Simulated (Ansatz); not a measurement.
Geometry optimisation, RKS B3LYP-D4/6-31G* (Ansatz 0.2.0).

Input:

```yaml
crystal:
  periodic: [false, false, false]
  atoms:
    - { symbol: C, position_ang: [-0.4198, -1.0393, 0.9941] }
    - { symbol: "N", position_ang: [0.4199, -0.0714, 0.3308] }
    - { symbol: C, position_ang: [0.9067, -0.3553, -0.9788] }
    - { symbol: "N", position_ang: [0.5032, 0.965, -1.3629] }
    - { symbol: C, position_ang: [-0.0476, 1.068, -0.2022] }
    - { symbol: O, position_ang: [-0.8007, 2.0049, 0.3859] }
    - { symbol: H, position_ang: [0.0852, -1.9245, 1.2139] }
    - { symbol: H, position_ang: [-1.2971, -1.2159, 0.3497] }
    - { symbol: H, position_ang: [-0.825, -0.5579, 1.9692] }
    - { symbol: H, position_ang: [2.0313, -0.4396, -0.9635] }
    - { symbol: H, position_ang: [0.4513, -1.1945, -1.4594] }
    - { symbol: H, position_ang: [-0.9304, 2.7052, -0.2428] }
basis:
  gaussian: { orbitals: "6-31G*" }
hamiltonian:
  xc: b3lyp
  dispersion: d4
relax:
  f_tol: 0.02
  max_steps: 50
```

Command:

```bash
$ ansatz run input.yaml --threads 2 --pin off --max-ram 3072MiB --backend cpu --events-out ev --progress --plain --runs-dir out
```

**Question.** Where does it end, and by what steps?

**Answer.** It converged. After 6 steps the energy has fallen by 0.552 eV; H8 moved furthest, 0.16 Å.

```json
{"step": "0", "energy less start (eV)": "0.0000", "largest force component (eV/Å)": "3.799", "accepted": "yes"}
{"step": "1", "energy less start (eV)": "-0.4703", "largest force component (eV/Å)": "1.705", "accepted": "yes"}
{"step": "2", "energy less start (eV)": "-0.5414", "largest force component (eV/Å)": "0.377", "accepted": "yes"}
{"step": "3", "energy less start (eV)": "-0.5497", "largest force component (eV/Å)": "0.116", "accepted": "yes"}
{"step": "4", "energy less start (eV)": "-0.5510", "largest force component (eV/Å)": "0.048", "accepted": "yes"}
{"step": "5", "energy less start (eV)": "-0.5515", "largest force component (eV/Å)": "0.033", "accepted": "yes"}
{"step": "6", "energy less start (eV)": "-0.5516", "largest force component (eV/Å)": "0.020", "accepted": "yes"}
```

```xyz
12
Properties=species:S:1:pos:R:3
C -0.478 -1.035 1.037
N 0.417 -0.101 0.370
C 0.962 -0.328 -1.009
N 0.504 1.041 -1.402
C -0.021 1.080 -0.220
O -0.777 1.995 0.394
H 0.094 -1.910 1.359
H -1.311 -1.372 0.398
H -0.894 -0.552 1.925
H 2.046 -0.470 -1.028
H 0.444 -1.127 -1.550
H -0.910 2.722 -0.240
```

The run took 22 s on 2 threads of Arm Neoverse V2, with other jobs on the host, peak memory 0.21 GiB.
